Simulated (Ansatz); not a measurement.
Results of HSE06 in Ansatz (plane waves, PAW) for hcp Ru.

Run with plane-wave cutoff 460 eV, 12×12×6 k mesh (along the axes of the cell as run), Fermi–Dirac smearing 0.05 eV, no spin polarisation, scalar-relativistic PAW data made under PBE.

Computed at the level's own relaxed cell.

### Question
Estimate the lattice constant a and c axis length that the calculation returns.

### Answer

- lattice constant a: 2.681 Å
- c axis length: 4.236 Å

Measured, for comparison: lattice constant a 2.706 Å (293 K, no zero-point or thermal correction, our sources range from 2.700 to 2.706; as tabulated in Wikipedia's data pages); lattice parameter c 4.282 Å (293 K, no zero-point or thermal correction; as tabulated in Wikipedia's data pages). Computed (rounded) less measured: lattice constant a -0.9 % (-0.7 % to -0.9 % over the range), lattice parameter c -1.1 %. A static lattice is as a rule a little smaller and stiffer than an uncorrected measurement, which narrows the difference in the lattice constant a, lattice parameter c and would widen misses of the other sign.

Static lattice: no zero-point or thermal effects.

Ansatz is a program for electronic structure.
